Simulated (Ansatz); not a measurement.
Consider the isomerisation: `CC=C(O)O` → `C=COCO`.

Calculated with Ansatz (gas phase, PBE0-D4/def2-TZVP geometries, no zero-point term in ΔE). CCSD(T)/CBS is the MP2 limit (def2-TZVPP, def2-QZVPP) plus CCSD(T) − MP2 in def2-TZVPP, frozen cores. Functionals use def2-TZVPP. One conformer a species, not always the lowest.

`CC=C(O)O`:

Cartesian coordinates in Å:
```
C 0.743 -0.619 1.174
C -0.369 0.193 0.599
C -0.558 0.423 -0.698
O -1.600 1.131 -1.168
O 0.221 -0.007 -1.720
H 1.481 -0.004 1.700
H 0.366 -1.351 1.894
H 1.289 -1.197 0.420
H -1.090 0.640 1.272
H -1.474 1.246 -2.116
H 0.991 -0.455 -1.358
```

`C=COCO`:

Cartesian coordinates in Å:
```
C -0.283 1.336 -1.085
C 0.740 0.509 -0.890
O 0.807 -0.547 -0.059
C -0.332 -0.794 0.742
O -0.094 -1.901 1.523
H -0.169 2.140 -1.798
H -1.233 1.251 -0.575
H 1.675 0.624 -1.427
H -0.542 0.109 1.333
H -1.192 -1.025 0.104
H 0.624 -1.701 2.130
```

Is it downhill or uphill in electronic energy at CCSD(T)/CBS, and by how much? (Estimate.)

Ansatz gave: Uphill: ΔE = +57.6 kJ/mol.

What do these levels give: PBE-D4, r2SCAN-D4, PBE0-D4, r2SCAN, PBE0, MP2/def2-TZVPP, SCS-MP2/def2-TZVPP, CCSD/def2-TZVPP, CCSD(T)/def2-TZVPP, MP2/def2-QZVPP, SCS-MP2/def2-QZVPP, HF/CBS(def2)? (Best estimate.)

Ansatz gave: PBE-D4 63.7, r2SCAN-D4 63.2, PBE0-D4 65.7, r2SCAN 63.2, PBE0 65.5, MP2/def2-TZVPP 61.8, SCS-MP2/def2-TZVPP 55.6, CCSD/def2-TZVPP 55.4, CCSD(T)/def2-TZVPP 55.5, MP2/def2-QZVPP 62.9, SCS-MP2/def2-QZVPP 57.0, HF/CBS(def2) 48.5 kJ/mol.

Largest T1 diagnostic among the species: 0.012.

In def2-TZVPP, CCSD(T) changes the Hartree–Fock value by +6.8 kJ/mol (the triples alone add +0.1 kJ/mol) and MP2 by +13.1 kJ/mol.
